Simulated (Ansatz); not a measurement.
System: rock-salt RbBr. Method: BLYP (PAW; Ansatz, a program for electronic structure).

Settings: plane-wave cutoff 520 eV, 8×8×8 k mesh, Fermi–Dirac smearing 0.01 eV, scalar-relativistic PAW data made under PBE.

Response to compression and expansion:

```json
[
 {"V (Å³/atom)": "42.977", "P (GPa)": "0.75", "direct gap at Γ (eV)": "4.180"},
 {"V (Å³/atom)": "43.891", "P (GPa)": "0.47", "direct gap at Γ (eV)": "4.128"},
 {"V (Å³/atom)": "44.806", "P (GPa)": "0.22", "direct gap at Γ (eV)": "4.078"},
 {"V (Å³/atom)": "45.720", "P (GPa)": "0.00", "direct gap at Γ (eV)": "4.031"},
 {"V (Å³/atom)": "46.635", "P (GPa)": "-0.20", "direct gap at Γ (eV)": "3.985"},
 {"V (Å³/atom)": "47.549", "P (GPa)": "-0.37", "direct gap at Γ (eV)": "3.941"},
 {"V (Å³/atom)": "48.463", "P (GPa)": "-0.52", "direct gap at Γ (eV)": "3.900"}
]
```

A straight line through the gaps at Γ against ln V gives a volume deformation potential dE_g(Γ)/d ln V of -2.3 eV: the gap at Γ widens under compression.

Measured, for comparison: band gap 7.2 eV (temperature not stated, not corrected to a static lattice; as tabulated in Aguado et al. (1998), arXiv:cond-mat/9809176).

Note: the cell is over a tenth larger than the published one: the level's own overestimate first of all, though another phase or state, or a fault of the published cell, is possible.

Spin–orbit coupling is not included.
